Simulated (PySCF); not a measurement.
Isomers of C6H10, mass 82.078 u with the commonest isotopes. Method used: CAM-B3LYP/def2-SVPD in PySCF (dipole) on a GFN2-xTB geometry, gas phase. One conformer each, none proved a minimum here; rigid rotors.

**Question.** Order these by radius of gyration √(Σ m r²/M), smallest first.
A. `[CH2:1]=[CH:2]/[CH:3]=[CH:4]\[CH2:5][CH3:6]` with C1–C2–C3–C4 179°, C3–C4–C5–C6 -119°
B. `[CH:1]1=[CH:2][CH2:3][CH2:4][CH2:5][CH2:6]1` with C1–C2–C3–C4 16°, C2–C3–C4–C5 -47°, C3–C4–C5–C6 64°, C4–C5–C6–C1 -47° (cyclohexene)
C. `[CH2:1]=[CH:2][CH:3]1[CH2:4][CH2:5][CH2:6]1` with C1–C2–C3–C4 -127°, C2–C3–C4–C5 -105°, C3–C4–C5–C6 -10°, C4–C5–C6–C3 10°, C2–C3–C6–C5 105°
D. `[CH3:1][CH2:2][C:3]1=[CH:4][CH2:5][CH2:6]1` with C1–C2–C3–C4 3°

**Answer.** B (1.577 Å), C (1.767 Å), D (1.803 Å), A (2.078 Å).

**Question.** Order these by rotational constant A, largest first.
A. `[CH:1]1=[CH:2][CH2:3][CH2:4][CH2:5][CH2:6]1` with C1–C2–C3–C4 16°, C2–C3–C4–C5 -47°, C3–C4–C5–C6 64°, C4–C5–C6–C1 -47°
B. `[CH2:1]=[CH:2][CH:3]1[CH2:4][CH2:5][CH2:6]1` with C1–C2–C3–C4 -127°, C2–C3–C4–C5 -105°, C3–C4–C5–C6 -10°, C4–C5–C6–C3 10°, C2–C3–C6–C5 105°
C. `[CH3:1][CH2:2][C:3]1=[CH:4][CH2:5][CH2:6]1` with C1–C2–C3–C4 3°
D. `[CH2:1]=[CH:2]/[CH:3]=[CH:4]\[CH2:5][CH3:6]` with C1–C2–C3–C4 179°, C3–C4–C5–C6 -119°

**Answer.** D (10094 MHz), C (9065 MHz), B (8579 MHz), A (4807 MHz).

**Question.** Order these by out-of-plane moment Σ m c² = (Ia + Ib − Ic)/2, largest first.
A. `[CH2:1]=[CH:2]/[CH:3]=[CH:4]\[CH2:5][CH3:6]` with C1–C2–C3–C4 179°, C3–C4–C5–C6 -119°
B. `[CH:1]1=[CH:2][CH2:3][CH2:4][CH2:5][CH2:6]1` with C1–C2–C3–C4 16°, C2–C3–C4–C5 -47°, C3–C4–C5–C6 64°, C4–C5–C6–C1 -47° (cyclohexene)
C. `[CH2:1]=[CH:2][CH:3]1[CH2:4][CH2:5][CH2:6]1` with C1–C2–C3–C4 -127°, C2–C3–C4–C5 -105°, C3–C4–C5–C6 -10°, C4–C5–C6–C3 10°, C2–C3–C6–C5 105°
D. `[CH3:1][CH2:2][C:3]1=[CH:4][CH2:5][CH2:6]1` with C1–C2–C3–C4 3°

**Answer.** C (18.98 u·Å²), A (13.39 u·Å²), B (10.38 u·Å²), D (6.32 u·Å²).

| SMILES | point group | Ia (u·Å²) | Ib (u·Å²) | Ic (u·Å²) | κ | μa (D) | μb (D) | μc (D) |
| --- | --- | --- | --- | --- | --- | --- | --- | --- |
| C=CC1CCC1 | near Cs | 58.91 | 216.49 | 237.43 | -0.94 | 0.44 | 0.01 | 0.09 |
| C1=CCCCC1 | C2 | 105.12 | 109.50 | 193.86 | 0.83 | 0.00 | 0.31 | 0.00 |
| C=C/C=C\CC | C1 | 50.07 | 317.80 | 341.08 | -0.97 | 0.52 | 0.12 | 0.10 |
| CCC1=CCC1 | – | 55.75 | 217.36 | 260.47 | -0.89 | 0.28 | 0.29 | 0.01 |
